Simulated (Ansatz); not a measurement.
Results of LDA (PAW; Ansatz, a program for electronic structure) for 1T (CdI2-type) HfS2.

Numerical settings: plane-wave cutoff 520 eV, 12×12×6 k mesh (along the axes of the cell as run), Fermi–Dirac smearing 0.01 eV, scalar-relativistic PAW data made under PBE.

Energies at three volumes about the minimum:

```json
[
 {"V (Å³/atom)": "20.309", "E − E_lowest (meV/atom)": "0.99"},
 {"V (Å³/atom)": "20.723", "E − E_lowest (meV/atom)": "0.00"},
 {"V (Å³/atom)": "21.138", "E − E_lowest (meV/atom)": "0.74"}
]
```

Question: Fit a parabola by hand: where is the minimum, and what is the bulk modulus?

Answer: Slopes: (0.00 − 0.99)/(20.723 − 20.309) = -2.391 and (0.74 − 0.00)/(21.138 − 20.723) = 1.783 meV/Å³. Curvature E″ = 2 × (1.783 − (-2.391))/(21.138 − 20.309) = 10.070 meV/Å⁶. From the middle of the first interval, the slope vanishes at V0 = 20.5160 − (-2.391)/10.070 = 20.753 Å³/atom. B = V0 E″ = 20.753 × 10.070 meV/Å³ × 0.1602 GPa per meV/Å³ = 33.5 GPa. The full Birch–Murnaghan fit to all volumes gives V0 = 20.735 Å³/atom and B0 = 32.9 GPa.

Shape and atoms are relaxed at each volume.
